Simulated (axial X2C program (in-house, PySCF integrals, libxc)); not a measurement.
# PB⁻: bond curves with and without spin–orbit coupling

What are the state, bond length, wavenumber and bond energy of PB⁻, and what does spin–orbit coupling change?

Computed with an in-house X2C program for linear molecules on PySCF integrals. Level: all-electron X2C, P dyall-av3z, B dyall-av3z.

All values are calculated.

### Step 1. Set-up

Input file task.json:

```json
{"zs": [15, 5], "q": -1, "bas": ["dyall-av3z", "dyall-av3z"], "levels": ["PBE0", "HF", "TPSS"], "cc": true, "r0": 1.8, "thr": -2.0, "nmax": 90, "npts": 10, "nst": 2, "ntry": 6}
```

Keys: zs atomic numbers; q charge; bas basis sets; levels methods (HF also brings MP2); cc coupled cluster on or off; r0 starting distance in Å; thr threshold in hartree for freezing inner shells (an s shell follows its p shell); nmax most natural virtual spinors; npts points asked for on the curve; nst determinants followed; ntry starts of the search.

Launch:

```console
python so2c.py task.json out
```

Spin-free means the one-electron spin-free X2C Hamiltonian; two-component (2c) means X2C with spin–orbit coupling and atomic mean-field two-electron Coulomb and Gaunt terms. Basis: P dyall-av3z contracted to [9s8p3d2f], B dyall-av3z contracted to [8s7p3d2f]; Gaussian nuclei, density fitting. Masses: P 30.974 u, B 11.009 u.

Notation: σ, π±, δ± give the projection m of an orbital's angular momentum (0, ±1, ±2), α and β its spin, Λ and M_S the sums; ω is the projection of a spinor's total angular momentum and Ω the sum. Logs are in hartree.

The results follow Hamiltonian by Hamiltonian and level by level.

### Step 2. Which state to follow

PBE0 moves the distance from 1.800 Å to 1.700 Å and compares determinants there.

Spin-free determinants:

| ΔE (eV) | state | open shells |
| --- | --- | --- |
| 0.00 | M_S = 1/2, Λ = 0 | beyond closed shells: σα |
| 1.10 | M_S = 1/2, Λ = 1 | beyond closed shells: π+α, π+β, π-α |
| 2.95 | M_S = 3/2, Λ = 2 | beyond closed shells: σα, 2 × π+α, π+β, π-α |
| 2.95 | M_S = 3/2, Λ = 0 | beyond closed shells: σα, π+α, π+β, 2 × π-α |
| 3.22 | M_S = 3/2, Λ = 1 | beyond closed shells: 2 × σα, π+α, π+β, π-α |
| 3.29 | M_S = 1/2, Λ = 2 | beyond closed shells: σα, π+α, 2 × π+β, π-α |
| 3.36 | M_S = 1/2, Λ = 1 | beyond closed shells: 2 × σα, π+α, π+β, π-β |

Two-component determinants:

| ΔE (eV) | state | open shells |
| --- | --- | --- |
| 0.00 | Ω = 1/2 | excess of +ω over −ω: ω = 1/2 |
| 1.09 | Ω = 3/2 | excess of +ω over −ω: ω = 3/2 |
| 2.95 | Ω = 7/2 | excess of +ω over −ω: ω = 1/2, 2 × ω = 3/2 |
| 2.97 | Ω = 3/2 | excess of +ω over −ω: ω = 3/2 |
| 3.23 | Ω = 5/2 | excess of +ω over −ω: 2 × ω = 1/2, ω = 3/2 |
| 3.28 | Ω = 5/2 | excess of +ω over −ω: 2 × ω = 1/2, ω = 3/2 |
| 3.32 | Ω = 5/2 | excess of +ω over −ω: ω = -1/2, 2 × ω = 3/2 |

### Step 3. PBE0, spin-free

State followed: M_S = 1/2, Λ = 0 (beyond closed shells: σα). The scan is laid around 1.700 Å, a first estimate of the minimum, and this SCF restarts from the orbitals of the search.

Output at 1.700 Å:

```text
spin-free X2C-1e  PBE0
basis functions 120  fitting functions 647  grid points 4352
iter        total energy     max residual
   1       -366.823657079     2.94e-05
   2       -366.823657081     2.33e-05
   3       -366.823657087     1.93e-05
converged
one-electron -557.19072425  Coulomb 194.33192668  exact exchange -6.66648894  xc functional -20.64442400  nuclear repulsion 23.34605342
```

Along the bond, energies from the lowest point:

```
R (Å)  E (eV)  μ (D)  HOMO (eV)  LUMO (eV)  iterations
1.479  1.1217  -1.04      -0.98       2.76          34
1.547  0.4714  -1.00      -0.88       2.65          30
1.598  0.1876  -0.98      -0.81       2.56          29
1.649  0.0399  -0.96      -0.75       2.47          28
1.700  0.0000  -0.95      -0.70       2.37           3
1.760  0.0589  -0.93      -0.65       2.26          28
1.819  0.2028  -0.92      -0.61       2.14          28
1.895  0.4750  -0.91      -0.56       2.00          28
1.989  0.8893  -0.90      -0.52       1.83          29
2.125  1.5589  -0.87      -0.47       1.64          31
```

Dipoles are positive if B is the positive end and refer to the centre of mass.

Outer orbitals at the reference distance:

| symmetry | occupied | ε (eV) | atomic character |
| --- | --- | --- | --- |
| σα | yes | -10.75 | 48% P s, 25% B s, 16% B p |
| σβ | yes | -10.37 | 51% P s, 22% B s, 18% B p |
| σα | yes | -4.32 | 38% P p, 28% B s, 13% B p |
| σβ | yes | -3.31 | 53% P p, 21% B s, 12% P s |
| σα | yes | -1.38 | 46% B p, 27% P p, 13% B s |
| π+α | yes | -0.81 | 50% P p, 40% B p, 4% B d |
| π-α | yes | -0.81 | 50% P p, 40% B p, 4% B d |
| π-β | yes | -0.70 | 57% P p, 32% B p, 7% B d |
| π+β | yes | -0.70 | 57% P p, 32% B p, 7% B d |
| σβ | no | 2.37 | 42% B s, 36% B p, 9% P s |
| σα | no | 2.88 | 94% B p, 3% P p |
| σβ | no | 2.99 | 85% B p, 7% P p, 6% B s |
| π+α | no | 3.01 | 95% B p, 2% B d |

PBE0 fields in the half plane through the axis: z from -2.4 to 3.9 Å across, distance from the axis 0.15 to 2.25 Å upwards; P lies at z = 0 and B at z = 1.700 Å; the ELF is damped to zero where the density is low.

log10 density (e/bohr³). Ten even steps from '0' (-4.06 ) to '9' (1.15 ):
```
0001122222222221111000
0011222333332222221100
0112233333333333222110
1122334444444443332211
1223344555554444433221
1233455555555555443321
1234455676666555544322
1234456898666786544322
```

ELF. Ten even steps from '0' (0.00 ) to '9' (0.99 ):
```
0000123333332221110000
0001345555444333322100
0013566666555555554310
0135678877666666777641
0246788887777778888863
0357898745788768999985
1368896020587105999986
1468981767184691999997
```

Re = 1.696 Å, ωe = 1050 cm⁻¹, ωexe = 5.54 cm⁻¹, Be = 0.7212 cm⁻¹, De = 5.41 eV, μ = -0.95 D.

### Step 4. HF, spin-free

Output at 1.700 Å:

```text
spin-free X2C-1e  HF
basis functions 120  fitting functions 647  grid points 4352
iter        total energy     max residual
   1       -366.178699911     1.18e-01
   2       -366.190648064     5.20e-03
   3       -366.192098087     1.24e-02
   4       -366.193094304     1.01e-02
   5       -366.194503422     5.01e-03
   6       -366.195927275     1.01e-02
   7       -366.197039940     1.06e-02
   8       -366.197631340     3.45e-03
   9       -366.197694396     8.02e-04
  10       -366.197708597     7.63e-04
  11       -366.197710870     1.99e-04
  12       -366.197711288     5.36e-05
  13       -366.197711360     5.18e-05
  14       -366.197711371     1.05e-05
  15       -366.197711372     2.41e-06
converged
one-electron -556.91427981  Coulomb 194.12179381  exact exchange -26.75127879  xc functional 0.00000000  nuclear repulsion 23.34605342
```

Re = 1.706 Å, ωe = 1006 cm⁻¹, ωexe = 5.35 cm⁻¹, Be = 0.7128 cm⁻¹, De = 3.60 eV, μ = -0.67 D. ⟨S²⟩ = 1.26 against 0.75 for a pure state, so this determinant mixes spins.

### Step 5. TPSS, spin-free

The SCF at the reference distance of 1.700 Å:

```text
spin-free X2C-1e  TPSS
basis functions 120  fitting functions 647  grid points 4352
iter        total energy     max residual
   1       -367.021276657     5.40e-02
   2       -367.021996038     3.99e-03
   3       -367.022142430     6.55e-03
   4       -367.022198917     1.36e-03
   5       -367.022210777     7.84e-04
   6       -367.022214339     2.23e-04
   7       -367.022215664     1.99e-04
   8       -367.022215858     1.69e-05
   9       -367.022215876     6.21e-06
  10       -367.022215876     1.21e-06
converged
one-electron -557.19760274  Coulomb 194.34422590  exact exchange 0.00000000  xc functional -27.51489245  nuclear repulsion 23.34605342
```

Re = 1.709 Å, ωe = 1011 cm⁻¹, ωexe = 5.59 cm⁻¹, Be = 0.7105 cm⁻¹, De = 5.36 eV, μ = -1.07 D.

### Step 6. Correlated methods, spin-free

Correlated methods: 9 electrons correlated (frozen shells, counted by type: P 2 s, 1 p; B 1 s), 209 virtual spinors in MP2, 90 natural virtuals in coupled cluster.

Output of the correlated part at 1.700 Å:

```text
correlated 9  virtual 209  natural virtual 90  E(MP2) -0.213162922  MP2 remainder -0.005817138
iter   CCSD correlation   residual
   1     -0.219246377   1.38e-01
   2     -0.228888822   7.69e-02
   3     -0.234409480   5.09e-02
   4     -0.238298727   2.99e-02
   5     -0.239066694   9.93e-03
   6     -0.239281446   4.11e-03
   7     -0.239335894   1.62e-03
   8     -0.239310263   7.45e-04
   9     -0.239307644   3.32e-04
  10     -0.239305202   1.29e-04
  11     -0.239305480   4.34e-05
  12     -0.239305606   1.59e-05
  13     -0.239305771   7.55e-06
  14     -0.239306041   3.86e-06
  15     -0.239306188   1.92e-06
  16     -0.239306276   9.28e-07
  17     -0.239306298   4.75e-07
  18     -0.239306314   2.62e-07
(T) -0.017442814  T1 0.1035  D1 0.1459  max T2 0.081
```

T1 in the output is the amplitude norm over the root of the electron number; divide by √2 for the Lee–Taylor value.

MP2: No constants are quoted: the reference is strongly spin-contaminated.

CCSD: Re = 1.696 Å, ωe = 1074 cm⁻¹, ωexe = 5.46 cm⁻¹, Be = 0.7215 cm⁻¹, De = 4.85 eV. T1 at Re = 0.073 (Lee–Taylor, the printed value over √2).

CCSD(T): Re = 1.701 Å, ωe = 1066 cm⁻¹, ωexe = 5.45 cm⁻¹, Be = 0.717 cm⁻¹, De = 5.11 eV. T1 at Re = 0.073 (Lee–Taylor, the printed value over √2).

### Step 7. A higher determinant, spin-free

State: M_S = 1/2, Λ = 1 (beyond closed shells: π+α, π+β, π-α).

Output at the reference distance:

```text
spin-free X2C-1e  PBE0
basis functions 120  fitting functions 647  grid points 4352
iter        total energy     max residual
   1       -366.783389719     2.48e-05
   2       -366.783389730     9.67e-06
   3       -366.783389732     3.81e-06
converged
one-electron -556.67030541  Coulomb 193.84523657  exact exchange -6.66833572  xc functional -20.63603860  nuclear repulsion 23.34605342
```

```
R (Å)  E above the lowest PBE0 point (eV)
1.479                               3.055
1.547                               2.128
1.598                               1.648
1.649                               1.314
1.700                               1.096
1.760                               0.958
1.819                               0.918
1.895                               0.973
1.989                               1.154
```

Re = 1.818 Å, ωe = 837 cm⁻¹, ωexe = 4.61 cm⁻¹, Be = 0.6276 cm⁻¹, μ = -3.73 D. Te = 0.92 eV.

### Step 8. The spin-free curves together

Energy (eV) of the followed determinant, spin-free, from each level's lowest point:

```
R (Å)   PBE0     HF  MP2 (spin-contaminated)   CCSD  CCSD(T)   TPSS
1.479  1.122  1.175                    0.929    n/a      n/a  1.195
1.547  0.471  0.509                    0.315  0.488    0.519  0.526
1.598  0.188  0.214                    0.082  0.194    0.214  0.226
1.649  0.040  0.054                    0.000  0.041    0.051  0.060
1.700  0.000  0.000                    0.035  0.000    0.000  0.000
1.760  0.059  0.038                    0.183  0.062    0.052  0.034
1.819  0.203  0.158                    0.411  0.214    0.195  0.153
1.895  0.475  0.397                    0.777  0.501    0.472  0.392
1.989  0.889  0.770                    1.288    n/a      n/a  0.767
2.125  1.559  1.390                    2.080    n/a      n/a  1.383
```

### Step 9. PBE0, 2c

State followed: Ω = 1/2 (excess of +ω over −ω: ω = 1/2). The scan is laid around 1.700 Å, a first estimate of the minimum, and this SCF restarts from the orbitals of the search.

The SCF at the reference distance of 1.700 Å:

```text
two-component X2C + atomic mean field  PBE0
basis functions 120  fitting functions 647  grid points 4352
iter        total energy     max residual
   1       -366.775387998     8.15e-05
   2       -366.775388012     3.47e-05
   3       -366.775388032     3.29e-05
   4       -366.775388033     1.90e-05
converged
one-electron -557.06258584  Coulomb 194.29542392  exact exchange -6.66526090  xc functional -20.64060024  nuclear repulsion 23.34605342  atomic mean-field constant -0.04841840
```

Along the bond, energies from the lowest point:

```
R (Å)  E (eV)  μ (D)  HOMO (eV)  LUMO (eV)  iterations
1.479  1.1222  -1.04      -0.97       2.76          33
1.547  0.4717  -1.00      -0.87       2.65          30
1.598  0.1878  -0.98      -0.80       2.56          29
1.649  0.0400  -0.96      -0.74       2.47          28
1.700  0.0000  -0.95      -0.69       2.37           4
1.760  0.0588  -0.93      -0.64       2.26          30
1.819  0.2026  -0.93      -0.60       2.14          31
1.895  0.4747  -0.92      -0.55       2.00          33
1.989  0.8887  -0.90      -0.51       1.83          34
2.125  1.5580  -0.87      -0.46       1.63          31
```

Dipoles are positive if B is the positive end and refer to the centre of mass.

Outer spinors at the reference distance:

| ω | occupied | ε (eV) | atomic character | λ mixture |
| --- | --- | --- | --- | --- |
| 1/2 | yes | -10.75 | 48% P s, 25% B s, 16% B p | 100% σ |
| -1/2 | yes | -10.37 | 51% P s, 22% B s, 18% B p | 100% σ |
| 1/2 | yes | -4.32 | 38% P p, 28% B s, 13% B p | 100% σ |
| -1/2 | yes | -3.31 | 53% P p, 21% B s, 12% P s | 100% σ |
| 1/2 | yes | -1.38 | 46% B p, 27% P p, 13% B s | 100% σ |
| -1/2 | yes | -0.82 | 50% P p, 40% B p, 4% B d | 100% π |
| 3/2 | yes | -0.80 | 50% P p, 40% B p, 4% B d | 100% π |
| 1/2 | yes | -0.71 | 57% P p, 32% B p, 7% B d | 100% π |
| -3/2 | yes | -0.69 | 56% P p, 33% B p, 7% B d | 100% π |
| -1/2 | no | 2.37 | 41% B s, 36% B p, 10% P s | 100% σ |
| 1/2 | no | 2.89 | 94% B p, 3% P p | 100% σ |
| -1/2 | no | 3.01 | 95% B p, 2% B d | 100% π |
| 3/2 | no | 3.01 | 95% B p, 2% B d | 100% π |

PBE0 fields in the half plane through the axis: z from -2.4 to 3.9 Å across, distance from the axis 0.15 to 2.25 Å upwards; P lies at z = 0 and B at z = 1.700 Å; the ELF is damped to zero where the density is low.

log10 density (e/bohr³). Ten even steps from ' ' (-4.06 ) to '@' (1.15 ):
```
      ....::::::::::::::::::::........      
    ....::::::----------::::::::::::....    
  ....::::----------------------::::::....  
....::::----==================------::::....
..::::----====++++++++++==========----::::..
..::----==++++++++++++++++++++++====----::..
..::--====++++**##********++++++++====--::::
..::--====++**%%@@%%******##%%**++====--::::
```

ELF. Ten even steps from '0' (0.00 ) to '9' (0.99 ):
```
0000123333332221110000
0001345555444333322100
0013566666555555554310
0135678877666666777641
0246788887777778888863
0357898745788768999985
1368896020587105999986
1468981767184691999997
```

Re = 1.697 Å, ωe = 1050 cm⁻¹, ωexe = 5.54 cm⁻¹, Be = 0.7211 cm⁻¹, De = 5.41 eV, μ = -0.95 D.

### Step 10. HF, 2c

Output at 1.700 Å:

```text
two-component X2C + atomic mean field  HF
basis functions 120  fitting functions 647  grid points 4352
iter        total energy     max residual
   1       -366.130570482     1.18e-01
   2       -366.142517902     5.20e-03
   3       -366.143968060     1.24e-02
   4       -366.144963688     1.01e-02
   5       -366.146371415     4.97e-03
   6       -366.147792573     1.01e-02
   7       -366.148903884     1.06e-02
   8       -366.149493840     3.46e-03
   9       -366.149557050     8.01e-04
  10       -366.149571340     7.66e-04
  11       -366.149573673     2.01e-04
  12       -366.149574126     5.72e-05
  13       -366.149574221     6.00e-05
  14       -366.149574246     1.88e-05
  15       -366.149574257     1.53e-05
  16       -366.149574268     2.47e-05
  17       -366.149574275     1.69e-05
  18       -366.149574278     3.82e-06
  19       -366.149574279     2.93e-06
converged
one-electron -556.78574705  Coulomb 194.08484042  exact exchange -26.74630267  xc functional 0.00000000  nuclear repulsion 23.34605342  atomic mean-field constant -0.04841840
```

No constants are quoted: the solution changes its character somewhere along the scan, so the fit is set aside.

### Step 11. TPSS, 2c

Output at 1.700 Å:

```text
two-component X2C + atomic mean field  TPSS
basis functions 120  fitting functions 647  grid points 4352
iter        total energy     max residual
   1       -366.972961246     5.40e-02
   2       -366.973681534     3.98e-03
   3       -366.973827253     6.51e-03
   4       -366.973883281     1.38e-03
   5       -366.973895379     7.94e-04
   6       -366.973899045     2.21e-04
   7       -366.973900374     1.99e-04
   8       -366.973900571     1.70e-05
   9       -366.973900589     6.18e-06
  10       -366.973900589     1.20e-06
converged
one-electron -557.06901676  Coulomb 194.30726120  exact exchange 0.00000000  xc functional -27.50978005  nuclear repulsion 23.34605342  atomic mean-field constant -0.04841840
```

Re = 1.709 Å, ωe = 1011 cm⁻¹, ωexe = 5.59 cm⁻¹, Be = 0.7105 cm⁻¹, De = 5.36 eV, μ = -1.07 D.

### Step 12. MP2 and beyond, 2c

Correlated methods: 9 electrons correlated (frozen shells, counted by type: P 2 s, 1 p; B 1 s), 209 virtual spinors in MP2, 90 natural virtuals in coupled cluster.

Output of the correlated part at 1.700 Å:

```text
correlated 9  virtual 209  natural virtual 90  E(MP2) -0.213166680  MP2 remainder -0.005814285
iter   CCSD correlation   residual
   1     -0.219251420   1.38e-01
   2     -0.228892723   7.69e-02
   3     -0.234410006   5.09e-02
   4     -0.238295998   2.99e-02
   5     -0.239063652   9.93e-03
   6     -0.239278214   4.11e-03
   7     -0.239332629   1.62e-03
   8     -0.239307030   7.45e-04
   9     -0.239304404   3.32e-04
  10     -0.239301966   1.29e-04
  11     -0.239302242   4.35e-05
  12     -0.239302368   1.61e-05
  13     -0.239302532   7.84e-06
  14     -0.239302809   4.16e-06
  15     -0.239302963   2.21e-06
  16     -0.239303057   1.17e-06
  17     -0.239303078   6.72e-07
  18     -0.239303092   3.97e-07
(T) -0.017442880  T1 0.1034  D1 0.1463  max T2 0.081
```

MP2: No constants are quoted: the reference changes its character somewhere along the scan, so the fit is set aside.

CCSD: No constants are quoted: the reference changes its character somewhere along the scan, so the fit is set aside.

CCSD(T): No constants are quoted: the reference changes its character somewhere along the scan, so the fit is set aside.

### Step 13. A higher determinant, 2c

State: Ω = 3/2 (excess of +ω over −ω: ω = 3/2).

Output at the reference distance:

```text
two-component X2C + atomic mean field  PBE0
basis functions 120  fitting functions 647  grid points 4352
iter        total energy     max residual
   1       -366.735491201     3.08e-05
   2       -366.735491206     1.32e-05
converged
one-electron -556.54454873  Coulomb 193.81080430  exact exchange -6.66711660  xc functional -20.63226520  nuclear repulsion 23.34605342  atomic mean-field constant -0.04841840
```

```
R (Å)  E above the lowest PBE0 point (eV)
1.479                               3.045
1.547                               2.118
1.598                               1.638
1.649                               1.304
1.700                               1.086
1.760                               0.948
1.819                               0.908
1.895                               0.963
1.989                               1.144
```

Re = 1.818 Å, ωe = 837 cm⁻¹, ωexe = 4.61 cm⁻¹, Be = 0.6277 cm⁻¹, μ = -3.73 D. Te = 0.91 eV.

### Step 14. The 2c curves together

Energy (eV) of the followed determinant, 2c, from each level's lowest point:

```
R (Å)   PBE0  HF (jumps)  MP2 (its reference jumps)  CCSD (its reference jumps)  CCSD(T) (its reference jumps)   TPSS
1.479  1.122       1.175                      0.929                         n/a                            n/a  1.196
1.547  0.472       0.509                      0.316                       0.488                          0.520  0.527
1.598  0.188       0.214                      0.082                       0.194                          0.214  0.226
1.649  0.040       0.054                      0.000                       0.041                          0.051  0.060
1.700  0.000       0.000                      0.035                       0.000                          0.000  0.000
1.760  0.059       0.038                      0.183                       0.062                          0.052  0.034
1.819  0.203       0.158                      0.410                       0.214                          0.195  0.153
1.895  0.475       0.396                      0.776                       0.500                          0.471  0.392
1.989  0.889       0.762                      1.251                         n/a                            n/a  0.767
2.125  1.558       1.244                      1.727                         n/a                            n/a  1.382
```

The whole job took 2.1 min on 1 thread of Arm Neoverse V1, shared host; peak memory 0.52 GiB.

### Step 15. Results

Lowest determinant that the search found at its distance, spin-free: M_S = 1/2, Λ = 0 (beyond closed shells: σα).

Lowest determinant that the search found at its distance, 2c: Ω = 1/2 (excess of +ω over −ω: ω = 1/2).

| Hamiltonian | level | Re (Å) | ωe (cm⁻¹) | De (eV) | μ (D) |
| --- | --- | --- | --- | --- | --- |
| spin-free | PBE0 | 1.696 | 1050 | 5.41 | -0.95 |
| spin-free | HF | 1.706 | 1006 | 3.60 | -0.67 |
| spin-free | CCSD | 1.696 | 1074 | 4.85 | n/a |
| spin-free | CCSD(T) | 1.701 | 1066 | 5.11 | n/a |
| spin-free | TPSS | 1.709 | 1011 | 5.36 | -1.07 |
| 2c | PBE0 | 1.697 | 1050 | 5.41 | -0.95 |
| 2c | TPSS | 1.709 | 1011 | 5.36 | -1.07 |

Dipoles are positive if B is the positive end and refer to the centre of mass. No constants: spin-free MP2 (the reference is strongly spin-contaminated); 2c HF (the solution changes its character somewhere along the scan, so the fit is set aside); 2c MP2 (the reference changes its character somewhere along the scan, so the fit is set aside); 2c CCSD (the reference changes its character somewhere along the scan, so the fit is set aside); 2c CCSD(T) (the reference changes its character somewhere along the scan, so the fit is set aside). Spin-free ⟨S²⟩ is off its pure value at HF 1.26.

Time per point (s) on 1 thread of Arm Neoverse V1, shared host (2c runs); the times are rough: PBE0 0.64, TPSS 0.88.

What this shows: At PBE0, going from spin-free to two-component changes Re by 0 mÅ, ωe by 0.0 %; the spin-free picture holds up (part of it comes from the scalar share of the two-electron terms). De moves by 0.00 eV; both De rest on single-determinant atoms, which can miss part of an open shell's spin–orbit lowering.

De refers to P- + B; at HF, spin-free, to P + B-, each in the lowest determinant found, which need not be this curve's own limit. The state is a single determinant with fixed occupations, the lowest that a limited PBE0 search found. De is counted from the lowest determinant-based energies of the atoms at the same level, without counterpoise correction. Density functionals use the spin component along the axis (collinear). CCSD and (T) use frozen natural virtuals with an MP2 correction for the truncation. The meta-GGAs lack a current-density term, which matters for open shells with orbital currents, atoms included. The spin-free determinant is spin-contaminated at some levels. T1 at Re is 0.073 (Lee–Taylor), above the customary mark of 0.02.
